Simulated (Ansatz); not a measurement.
Results of PBEsol (Ansatz, a quantum-chemistry and plane-wave program, PAW) for bcc Ta.

Settings: plane-wave cutoff 500 eV, 30×30×30 k mesh, Fermi–Dirac smearing 0.1 eV, scalar-relativistic PAW data made under PBE.

Computed at the level's own relaxed cell.

Task: Estimate the volume per atom and equilibrium lattice constant a that the calculation returns.

Result: 
volume per atom: 17.68 Å³/atom
equilibrium lattice constant a: 3.282 Å

Measured, for comparison: equilibrium volume per atom 17.95 Å³/atom, lattice constant a 3.299 Å (static lattice: zero-point anharmonic expansion removed; as tabulated in Mejia-Rodriguez and Trickey (2018), arXiv:1807.09216). Computed (rounded) less measured: equilibrium volume per atom -1.5 %, lattice constant a -0.5 %.

Spin–orbit coupling is not included.

Static lattice: no zero-point or thermal effects.

The result took around 70 core-seconds (rough).
